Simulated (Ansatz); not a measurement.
Si2H2⁻. Charge -1, multiplicity 2. Geometry r2SCAN-D4/def2-TZVPD, basis def2-TZVPD, Ansatz.

```csv
atom,x (Å),y (Å),z (Å)
Si1,1.120,0.322,-0.363
Si2,-0.407,0.489,1.305
H3,-1.140,-0.744,0.733
H4,0.427,-0.066,-1.675
```

```csv
run,HOMO (eV),LUMO (eV)
A,0.46,1.32
B,0.28,1.64
C,-0.36,2.15
D,0.02,1.77
```

HSE06 is defined as in plane-wave codes, on full-range PBE exchange. Another isomer (doublet) lies 0.33 eV lower at PBE0-D4/def2-TZVPD; other spin states weren't run for this one.

HOMO and LUMO are taken over both spins.

Question: The runs used HSE06, PBE, PBE0, r2SCAN. Estimate which is which.

Answer: A PBE (0 % exact exchange); B r2SCAN (0 % exact exchange); C PBE0 (25 % exact exchange); D HSE06 (range-separated). Exact exchange lowers occupied and raises empty levels; among semilocal functionals meta-GGAs tend to open the gap a little, and such runs are hard to tell apart. The gap grows from 0.86 eV (PBE) to 2.51 eV (PBE0). At PBE-D4/def2-TZVPD, r2SCAN-D4/def2-TZVPD, HSE06-D4/def2-TZVPD the highest occupied level of the charge -1 doublet lies above zero (up to 0.46 eV). The electron is either unbound and held by the finite basis, or the level is raised by self-interaction error.
